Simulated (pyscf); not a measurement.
`[SH2]` + `[SH][GaH2]` → `[SH][GaH2]` + `[SH2]` (four-centre exchange; singlet surface; H–S, Ga–S broken, Ga–S, H–S formed). Optimised with ωB97X-D3(BJ)/def2-SVP in PySCF. MP2 and CC: frozen core, UHF for open shells. ΔMP2 is the change of the MP2 total energy from the triple- to the quadruple-zeta basis. Energies in kcal/mol from the separated reactants.

```json
[
 {"level": "ωB97X-D3(BJ)/def2-TZVP", "barrier": "-0.2", "reaction energy": "0.0"},
 {"level": "r²SCAN/def2-TZVP", "barrier": "-2.9", "reaction energy": "0.0"},
 {"level": "PBE0-D3(BJ)/def2-TZVP", "barrier": "-2.5", "reaction energy": "0.0"},
 {"level": "M06-2X/def2-TZVP", "barrier": "1.8", "reaction energy": "0.0"},
 {"level": "ωB97M-D3(BJ)/def2-TZVP", "barrier": "[?]", "reaction energy": "0.0"},
 {"level": "CCSD(T)/def2-TZVPP", "barrier": "3.7", "reaction energy": "0.0"},
 {"level": "CCSD(T)/def2-TZVPP + ΔMP2(QZVPP)", "barrier": "[?]", "reaction energy": "0.0"}
]
```

**Question.** Complete the blanks.

**Answer.** 
- ωB97M-D3(BJ)/def2-TZVP, barrier: 4.0
- CCSD(T)/def2-TZVPP + ΔMP2(QZVPP), barrier: 3.5

On the reactant side the descent ends in an adduct with a Ga–S contact, 12.4 kcal/mol under the separated species and 12.2 kcal/mol under the saddle at ωB97X-D3(BJ)/def2-TZVP. On the product side the descent ends in an adduct with a Ga–S contact, 12.4 kcal/mol under the separated species and 12.2 kcal/mol under the saddle at ωB97X-D3(BJ)/def2-TZVP. At ωB97X-D3(BJ)/def2-TZVP, r²SCAN, PBE0-D3(BJ) the saddle lies under the separated reactants, which points to a path from their complex (located at ωB97X-D3(BJ) alone). At ωB97X-D3(BJ)/def2-TZVP, r²SCAN, PBE0-D3(BJ) the saddle lies under the separated products, which points to a path from their complex (located at ωB97X-D3(BJ) alone). What is counted as formed (Ga–S) is already present as a longer contact in the reactant adduct; forming that adduct is a step of its own. What is counted as broken (Ga–S) persists as a longer contact in the product adduct; parting that adduct is a step of its own. One saddle was located; it need not be the lowest between these sides. The CCSD(T) − MP2 part came from Ansatz, without density fitting, on the same reference. The frozen core leaves the outer d or s,p core shells of the metals and heavy elements correlated in the MP2 and CC values, and def2-TZVPP describes them poorly, which can shift differences by a few kcal/mol. Elements up to Kr have no core potential and no relativistic terms here.
